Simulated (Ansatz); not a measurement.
Frontier orbitals of C2H4F2N2, SMILES `N/C(F)=N/CF`.

Charge 0, multiplicity 1. The geometry is a stationary point of PBE0-D4/def2-TZVP. It is one conformer, not always the lowest. Basis def2-TZVPP, Ansatz 0.2.0.

Orbital energies of one run (eV). Highest occupied ones, from the top: -7.31, -8.06, -9.59, -10.11, -10.37, -12.08, -13.24, -13.35, -14.06, -14.21, -15.14, -15.81, -17.36, -19.34. Empty: 0.32, 0.57, 1.51, 1.89, 2.64, 3.14.

Task: Which functional gave them?
A. revPBE
B. B3LYP
C. ωB97M-V
D. PBE

Result: B. HOMO energies: B3LYP -7.31, revPBE -6.08, PBE -6.15, ωB97M-V -9.78 eV.

B3LYP here is the variant with VWN-RPA as its local correlation; programs differ in this.
